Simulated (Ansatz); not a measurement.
```yaml
crystal:
  periodic: [false, false, false]
  atoms:
    - {symbol: Al, position_ang: [-1.238594, 0.359467, -0.743177]}
    - {symbol: O, position_ang: [0.215168, 0.491660, 0.106670]}
    - {symbol: P, position_ang: [1.701140, -0.063396, 0.451759]}
    - {symbol: H, position_ang: [-1.509737, -0.964118, -1.562630]}
    - {symbol: H, position_ang: [-2.220538, 1.588114, -0.647734]}
    - {symbol: H, position_ang: [1.644100, -0.003577, 1.877047]}
    - {symbol: H, position_ang: [1.469560, -1.476152, 0.472264]}
basis:
  gaussian: {orbitals: 6-31G, final_grid: {core_spheres: 1, valence_spheres: 1, degree: 3}}
hamiltonian: {xc: {name: wB97M-V}}
accuracy: high
scf: {lower_state_search: light}
output: {forces: true}
```

```sh
$ ansatz run in.yaml --threads 2 --pin off --events-out ev --progress --plain --max-ram 4352MiB
```

Shortened log:

```
Functional definition: wB97M-V
1013 factors; integrals over basis functions are off by at most 4.2e-9 eV
329 factors; integrals over basis functions are off by at most 2.1e-9 eV
mean field evaluation 1: about -17989.1688 eV, gradient 4.5e1 eV
mean field evaluation 2: about -17986.3678 eV, gradient 6.2e1 eV
mean field evaluation 4: about -17993.0696 eV, gradient 3.9e-1 eV
mean field evaluation 8: about -17976.7800 eV, gradient 1.2e0 eV
mean field evaluation 16: about -17976.7863 eV, gradient 3.6e-5 eV
mean field -17976.78631475 eV, -660.6347119637 hartree, gradient 2.5e-8 eV, S^2 0.000000; 0 other end points of the search recorded, 0 dependent functions left out
reference -17976.78632474 eV, -660.6347123309 hartree; 20, 20 occupied and 23, 23 virtual orbitals, 1013 factors
Total energy: -17976.78632474 eV, -660.6347123309 hartree
Atom 0 at    -1.238594     0.359467    -0.743177 Å, force     6.307659     2.771499     5.454828 eV/Å
Atom 1 at     0.215168     0.491660     0.106670 Å, force    -3.854259    -8.425492    -8.418816 eV/Å
Atom 2 at     1.701140    -0.063396     0.451759 Å, force    -2.979827     3.512887     0.450382 eV/Å
Atom 3 at    -1.509737    -0.964118    -1.562630 Å, force     1.231743     0.680965     1.291316 eV/Å
Atom 4 at    -2.220538     1.588114    -0.647734 Å, force    -0.750763     0.997275     0.034464 eV/Å
Atom 5 at     1.644100    -0.003577     1.877047 Å, force     0.025765    -0.089189     1.468403 eV/Å
Atom 6 at     1.469560    -1.476152     0.472264 Å, force     0.019680     0.552057    -0.280576 eV/Å
Dipole moment:    -0.145207    -0.267626     0.145393 e Å
```

Something in this input is off. What?

The integration grid is far too coarse. Self-consistency was reached. The result belongs to that input, not to the molecule as meant.
